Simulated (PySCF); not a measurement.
## Molecular orbitals of AlS⁻

PBE0 at R = 2.115 Å; Al def2-SVPD, S def2-SVPD; no relativity (PySCF 2.14). State: ¹Σ⁺ (singlet), closed shell. Only the outer orbitals are listed, counted within each symmetry.

```csv
orbital,occ.,ε (eV),on Al (%),main shells (%)
7σ,2,-12.45,9,90 S s
8σ,2,-4.09,47,"47 S p, 46 Al s"
3π,2,-1.55,13,"87 S p, 11 Al p"
3π,2,-1.55,13,"87 S p, 11 Al p"
9σ,2,-0.90,76,"48 Al s, 27 Al p, 27 S p"
4π,0,3.58,79,"61 Al p, 19 Al d, 16 S p"
4π,0,3.58,79,"61 Al p, 19 Al d, 16 S p"
```

Question: Which are the highest filled and the lowest empty level, where do they sit, and how wide is the gap?

Answer: Highest filled 9σ at -0.90 eV (in %: 48 Al s, 27 Al p, 27 S p); lowest empty 4π at 3.58 eV (in %: 61 Al p, 19 Al d, 16 S p); the gap at PBE0 is 4.48 eV. An empty level above zero is unbound, and its energy depends on the basis.

```
bond order (Mayer)                                                                                                : 1.42
⟨S²⟩                                                                                                              : 0.000
charge on Al (Mulliken, basis-dependent)                                                                          : -0.15
charge on Al (Löwdin, basis-dependent)                                                                            : -0.25
dipole moment (positive dipole points towards S; it is taken about the centre of mass and depends on that origin) : -0.46 D
polarisability along the bond                                                                                     : 125.2 bohr³
polarisability across the bond                                                                                    : 84.8 bohr³
```
